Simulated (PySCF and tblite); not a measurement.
Values are calculated unless marked as measured or tabulated.
System: C₄H₅FS, numbered as in [CH2:1]=[C:2]([F:3])[C:4]([CH3:5])=[S:6].

The path came from a restrained scan, a climbing-image band and a saddle search at GFN2-xTB; energies are revPBE/pcSseg-1 + D3(BJ)//GFN2-xTB, thermal terms GFN2-xTB. Rate constants are transition-state-theory values, counting equivalent paths, without tunnelling. Programs: tblite and PySCF.

Estimate the barrier and the room-temperature rate of the rotation about the C2–C4 bond (torsion C1–C2–C4–C5 from 180° to 360°, rising).

The electronic barrier is 7.5 kcal/mol and ΔG‡(298 K) 7.5 kcal/mol, over a C1 saddle with an imaginary mode of 72i cm⁻¹ (GFN2-xTB). With 2 equivalent paths, k is 3.9×10⁷ s⁻¹, a mean lifetime of the start of 26 ns against this motion. The end lies 0.8 kcal/mol above the start in free energy.
